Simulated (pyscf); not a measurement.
H₂N–Mo(=S)(SH)(Cl)–Cl → S=Mo(=S)(Cl)–Cl + NH₃, an elimination (singlet surface; H–S, Mo–N broken, H–N formed). Optimised with ωB97X-D3(BJ)/def2-SVP in PySCF. Energies in kJ/mol from the reactant's lowest minimum found.

Small-basis levels: PySCF, no dispersion term, spherical d functions. AM1 to PM7: differences of heats of formation from MOPAC, which are fitted to 298 K values and so differ in kind from electronic energies by zero-point and thermal terms. GFN2-xTB: tblite. Cost: rough CPU time at the saddle relative to B3LYP/6-31G*+LANL2DZ, from one job on a shared machine.

```
level                   barrier  reaction energy        cost
----------------------  -------  ---------------  ----------
HF/6-31G*+LANL2DZ         152.2            -88.0         0.2
SVWN5/6-31G*+LANL2DZ       66.2            +18.2           1
BP86/6-31G*+LANL2DZ        80.1            -39.5           2
PBE/6-31G*+LANL2DZ         79.3            -31.5           2
B3LYP/LANL2DZ             106.0            -24.5         0.6
B3LYP/6-31G*+LANL2DZ       97.8            -55.3           1
M06-2X/6-31G*+LANL2DZ     102.9            -45.2           2
PBE/def2-SVP               76.9            -13.1           2
B3LYP/def2-SVP             94.4            -37.1           1
GFN2-xTB                  106.2            +41.6  under 0.02
AM1                       164.8            +22.5  under 0.02
PM7                       131.0            +56.0  under 0.02
ωB97M-D3(BJ)/def2-TZVP    100.3            -39.8           –
```

Against the last row the barrier runs from -34.0 (SVWN5/6-31G*+LANL2DZ) to +64.6 kJ/mol (AM1). ωB97M-D3(BJ)/def2-TZVP has limits of its own. On the reactant side the descent ends in a point that may be a rotor saddle (no frequency run), 19.1 kJ/mol over the lowest minimum found and 83.9 kJ/mol under the saddle at ωB97X-D3(BJ)/def2-TZVP. On the product side the descent ends in an adduct with a Mo–N contact, 77.3 kJ/mol under the separated species and 205.7 kJ/mol under the saddle at ωB97X-D3(BJ)/def2-TZVP. What is counted as broken (Mo–N) persists as a longer contact in the product adduct; parting that adduct is a step of its own. This is the saddle that the search found; another between the same sides may lie lower. In the def2 sets elements past Kr carry core potentials, without spin-orbit coupling.
